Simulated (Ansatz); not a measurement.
Litharge PbO, treated with HSE06-D3(BJ) (PAW; Ansatz, a program for electronic structure).

Numerical settings: plane-wave cutoff 500 eV, 6×6×4 k mesh (along the axes of the cell as run), gaussian smearing 0.02 eV, scalar-relativistic PAW data made under PBE.

Computed at the level's own relaxed cell.

Estimate the equilibrium volume per atom, equilibrium lattice constant a and c axis length that the calculation returns.


* **equilibrium volume per atom**: 19.10 Å³/atom
* **equilibrium lattice constant a**: 3.951 Å
* **c axis length**: 4.895 Å

Measured, for comparison: lattice constant a 3.975 Å (room temperature, not corrected to a static lattice, our sources range from 3.964 to 3.975; as tabulated in Canepa et al. (2012), arXiv:1204.2842); lattice parameter c 5.023 Å (room temperature, not corrected to a static lattice, our sources range from 4.995 to 5.023; as tabulated in Canepa et al. (2012), arXiv:1204.2842). Computed (rounded) less measured: lattice constant a -0.6 % (-0.3 % to -0.6 % over the range), lattice parameter c -2.5 % (-2.0 % to -2.5 % over the range). A static lattice is as a rule a little smaller and stiffer than an uncorrected measurement, which narrows the difference in the lattice constant a and would widen misses of the other sign.

Spin–orbit coupling is not included; it can shift volumes and moduli of such heavy elements.

Computed values are for the static lattice.
